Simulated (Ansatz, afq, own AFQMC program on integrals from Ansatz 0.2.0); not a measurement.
**Where AFQMC and coupled cluster stand for SiH₃⁺, triplet**

```yaml
atoms:
  - { symbol: Si, position_ang: [0.0000, 0.1208, -0.1405] }
  - { symbol: H, position_ang: [0.0000, -2.1875, -1.4698] }
  - { symbol: H, position_ang: [0.7842, -0.5886, 2.6924] }
  - { symbol: H, position_ang: [-0.7842, -0.5886, 2.6924] }
```

Basis cc-pVDZ. Noble-gas cores (and the filled d shells of Ga–Kr and In–Xe) are frozen. Integrals, coupled cluster, full CI and functionals: Ansatz 0.2.0; the random walks run on the same integrals in our own AFQMC program. ph-AFQMC/CISD is guided by a CISD state made of CCSD amplitudes; releasing the constraint for a short imaginary time cuts its bias at the price of noise, slowly where states lie close. ± is one standard error of the sampling.

Determinant: ROHF, the one that the program's search chose, which needn't be the lowest solution. The geometry is a point of a scan.

Full CI on the same integrals is exact in this basis and with this determinant's frozen core.

Cautions: lower spins were not checked; a spin-contaminated unrestricted determinant lies lower (UHF 667 meV lower, ⟨S²⟩ 2.61); the released energies are still falling, so no released level is given (meV from the phaseless value at times in 1/Eh: -3.5 ± 1.9 at 0.24, -5.9 ± 1.9 at 0.51, -9.3 ± 1.8 at 0.99, -10.2 ± 1.4 at 1.62, -12 ± 3 at 2.40).

- T1 diagnostic: 0.0275
- weight of the determinant in the CISD state: 0.855
- size of the correlated space: 6 electrons in 28 orbitals

Reference: full CI, correlation energy -3.284 eV.

```tsv
level	E − E(reference) (meV)	share of correlation (%)
HF	3283.6	0.00
MP2	1163.9	64.55
CCSD	52.3	98.41
CCSD(T)	15.1	99.54
CCSDT	1.6	99.95
CCSDT(Q)	0.4	99.99
CCSDTQ	0.0	100.00
ph-AFQMC/CISD	19.8 ± 1.9	99.40
```

CCSDT and higher add their correlation energy to the determinant of the CCSD(T) run, since their own runs factorise the integrals more tightly (a shift of under 2 meV). A walk keeps the symmetry of its determinant, which the program's search chose and which needn't be the lowest solution, so a lower state of the same spin and another symmetry isn't excluded.
